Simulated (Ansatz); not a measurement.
The cluster Si2H2⁻ (the lowest doublet isomer of a short search). Total charge -1; doublet. Geometry r2SCAN-D4/def2-TZVPD, basis def2-TZVPD, Ansatz.

```xyz
4

Si    1.073   -0.169    0.120
Si   -1.073    0.169   -0.120
H     1.572   -0.861   -1.150
H    -1.572    0.861    1.150
```

```
run  HOMO (eV)  LUMO (eV)
  A      -0.11       1.84
  B       0.05       1.74
  C       0.24       1.60
  D       0.45       1.39
  E       0.36       1.37
  F      -0.33       2.10
```

B3LYP takes the VWN-RPA correlation. HSE06 is defined as in plane-wave codes, on full-range PBE exchange. The structure comes from a short search, and lower isomers may exist.

HOMO and LUMO are taken over both spins.

The runs used B3LYP, B97M-V, HSE06, PBE, PBE0, r2SCAN. Estimate which is which.

A B3LYP (20 % exact exchange); B HSE06 (range-separated); C r2SCAN (0 % exact exchange); D PBE (0 % exact exchange); E B97M-V (0 % exact exchange); F PBE0 (25 % exact exchange). Exact exchange lowers occupied and raises empty levels; among semilocal functionals meta-GGAs tend to open the gap a little, and such runs are hard to tell apart. The gap grows from 0.94 eV (PBE) to 2.42 eV (PBE0). At HSE06-D4/def2-TZVPD, r2SCAN-D4/def2-TZVPD, PBE-D4/def2-TZVPD, B97M-V/def2-TZVPD the highest occupied level of the charge -1 doublet lies above zero (up to 0.45 eV). By energy differences its removal costs 2.51 eV (vertical, to the charge 0 singlet, at LC-ωPBE (ω = 0.30 bohr⁻¹)/def2-TZVPD).
